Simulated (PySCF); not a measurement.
# Bond length, frequency and bond energy of NaF by level of theory

State: ¹Σ⁺ (singlet), closed shell. Set-up: basis Na def2-SVPD, F def2-SVPD; no relativity; PySCF 2.14. De refers to Na + F in their high-spin ground configurations, without counterpoise correction. A positive dipole means Na(−)F(+).

| Level | Re (Å) | ωe (cm⁻¹) | De (eV) | μ (D) |
| --- | --- | --- | --- | --- |
| RHF | 1.934 | 547 | 3.12 | -8.55 |
| RHF-MP2 | 1.961 | 514 | 5.20 | n/a |
| RHF-SCS-MP2 | 1.959 | 516 | 5.03 | n/a |
| RHF-CCSD | 1.952 | 524 | 4.84 | n/a |
| RHF-CCSD(T) | 1.956 | 518 | 4.92 | n/a |
| PBE | 1.958 | 510 | 5.06 | -8.07 |
| r²SCAN | 1.943 | 526 | 4.96 | -8.27 |
| PBE0 | 1.940 | 531 | 4.77 | -8.27 |
| r²SCAN0 | 1.932 | 540 | 4.73 | -8.34 |
| B97-3 | 1.946 | 528 | 4.96 | -8.36 |
| B2PLYP | 1.947 | 525 | 4.97 | -8.44 |

**Question.** Which functional lies closest to RHF-CCSD(T) in De, which farthest, and by how much do they differ from it?

**Answer.** Closest is r²SCAN (-1.3 pm in Re, +1.5 % in ωe, +0.04 eV in De against RHF-CCSD(T) in the same basis), farthest r²SCAN0 (-2.4 pm in Re, +4.2 % in ωe, -0.19 eV in De). CCSD(T) converges more slowly with the basis than the functionals do and binds too weakly in this one, so the order can change at the basis-set limit.

**Question.** What does a quarter of exact exchange do here, going from PBE to PBE0?

**Answer.** PBE0 less PBE: -1.8 pm in Re, +4.1 % in ωe, -0.29 eV in De. Exact exchange removes part of the self-interaction that spreads semilocal densities, and in most molecules shortens and stiffens the bond and lowers De; so it does here.

**Question.** What does a quarter of exact exchange do here, going from r²SCAN to r²SCAN0?

**Answer.** r²SCAN0 less r²SCAN: -1.1 pm in Re, +2.7 % in ωe, -0.23 eV in De. Exact exchange removes part of the self-interaction that spreads semilocal densities, and in most molecules shortens and stiffens the bond and lowers De; so it does here.

Correlated steps freeze 2 core orbitals. Correlated levels converge slowly with the basis: in double zeta they bind strong bonds too weakly, by up to about 1 eV, and carry superposition errors of some tenths. Where the molecule has an RHF reference, its open-shell atoms are computed with UHF. B2PLYP dipoles, levels and charges come from its SCF part alone.
